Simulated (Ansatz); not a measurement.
**Atomization energy of C₄H₆, singlet, from cheap to dear**

Geometry (MP2(full)/6-31G*, from the G2/97 set):

| atom | x (Å) | y (Å) | z (Å) |
| --- | --- | --- | --- |
| C | 0.0000 | 0.0000 | 2.0720 |
| C | 0.0000 | 0.0000 | 0.6100 |
| C | 0.0000 | 0.0000 | -0.6100 |
| C | 0.0000 | 0.0000 | -2.0720 |
| H | 0.0000 | 1.0207 | 2.4646 |
| H | -0.8839 | -0.5103 | 2.4646 |
| H | 0.8839 | -0.5103 | 2.4646 |
| H | 0.0000 | 1.0207 | -2.4646 |
| H | 0.8839 | -0.5103 | -2.4646 |
| H | -0.8839 | -0.5103 | -2.4646 |

Measured, as an electronic atomization energy: 4200.5 kJ/mol (G2/97 heats of formation of molecule and atoms, with zero-point and thermal terms from B3LYP taken off; Curtiss et al., J. Chem. Phys. 106, 1063 (1997), Staroverov et al., J. Chem. Phys. 119, 12129 (2003)). The measured value holds scalar relativity and spin–orbit coupling, which all computed ones lack, and core correlation, which the wave-function levels lack. Atoms are taken at the same level; beside RHF, RMP2 and RCC rows they are unrestricted. Truncated CI is not size-consistent. Ansatz 0.2.0; the 6-31G* set has Cartesian d functions; a miss is computed less measured; times are wall times on shared hosts and scatter by a factor of two or so.

```csv
level,basis,miss (kJ/mol),time of the run,hardware
RHF,STO-3G,-418.6,–,–
UHF,STO-3G,-417.6,–,–
RCCSD(T),STO-3G,160.7,0.33 s,1 CPU thread
r2SCAN,STO-3G,707.4,2.2 s,1 CPU thread
B3LYP,STO-3G,683.3,1.1 s,1 CPU thread
wB97M-V,STO-3G,814.2,5.5 s,1 CPU thread
RHF,6-31G,-1180.7,0.7 s,1 CPU thread
RMP2,6-31G,-483.2,–,–
PBE,6-31G,50.8,0.91 s,1 CPU thread
B3LYP,6-31G,-83.7,0.97 s,1 CPU thread
wB97M-V,6-31G,-34.5,3.6 s,1 CPU thread
B2PLYP,6-31G,-216.9,1.4 s,1 CPU thread
RMP2,6-31G*,-276.9,–,–
RCCSD(T),6-31G*,-333.9,2 s,1 CPU thread
RCCSDT(Q),6-31G*,-331.5,17 s,H100 + 2 CPU threads
r2SCAN,6-31G*,-8.8,2 s,1 CPU thread
B3LYP,6-31G*,-20.9,1.3 s,1 CPU thread
wB97M-V,6-31G*,32.7,4.8 s,1 CPU thread
B2PLYP,6-31G*,-105.7,2 s,1 CPU thread
RHF,cc-pVDZ,-1107.6,1.4 s,1 CPU thread
RMP2,cc-pVDZ,-233.5,–,–
RCCSD(T),cc-pVDZ,-302.3,4.4 s,1 CPU thread
RCCSDT(Q),cc-pVDZ,-299.6,30 s,H100 + 2 CPU threads
PBE,cc-pVDZ,38.6,1.2 s,1 CPU thread
B3LYP,cc-pVDZ,-82.3,1.6 s,1 CPU thread
wB97M-V,cc-pVDZ,-28.5,5.5 s,1 CPU thread
B2PLYP,cc-pVDZ,-134.8,2.1 s,1 CPU thread
RHF,cc-pVTZ,-1055.6,10 s,1 CPU thread
RCCSD(T),cc-pVTZ,-105.2,20 s (with forces),H100 + 2 CPU threads
PBE,cc-pVTZ,93.0,12 s,H100 + 2 CPU threads
r2SCAN,cc-pVTZ,4.9,12 s (with forces),H100 + 2 CPU threads
B3LYP,cc-pVTZ,-16.2,13 s,H100 + 2 CPU threads
wB97M-V,cc-pVTZ,0.9,18 s (with forces),H100 + 2 CPU threads
B2PLYP,cc-pVTZ,-28.6,13 s,H100 + 2 CPU threads
RMP2,cc-pVQZ,23.1,–,–
PBE,cc-pVQZ,96.8,18 s,H100 + 2 CPU threads
r2SCAN,cc-pVQZ,7.1,22 s,H100 + 2 CPU threads
B3LYP,cc-pVQZ,-10.4,12 s,H100 + 2 CPU threads
wB97M-V,cc-pVQZ,3.1,16 s,H100 + 2 CPU threads
B2PLYP,cc-pVQZ,-8.2,18 s,H100 + 2 CPU threads
```

HF's time is that of a plain UHF run. A dash: the level came out of a higher level's run.

A composite of the best parts (restricted reference, at this geometry, which isn't the minimum of the high levels):

| part | kJ/mol |
| --- | --- |
| Hartree–Fock limit (T, Q; exp(−5.46 √X)) | 3152.02 |
| CCSD(T) correlation limit (T, Q; X⁻³) | 1036.49 |
| CCSDT − CCSD(T) (DZ) | -1.43 |
| (Q) (DZ) | 4.13 |
| sum | 4191.2 |
| sum less measured | -9.3 |
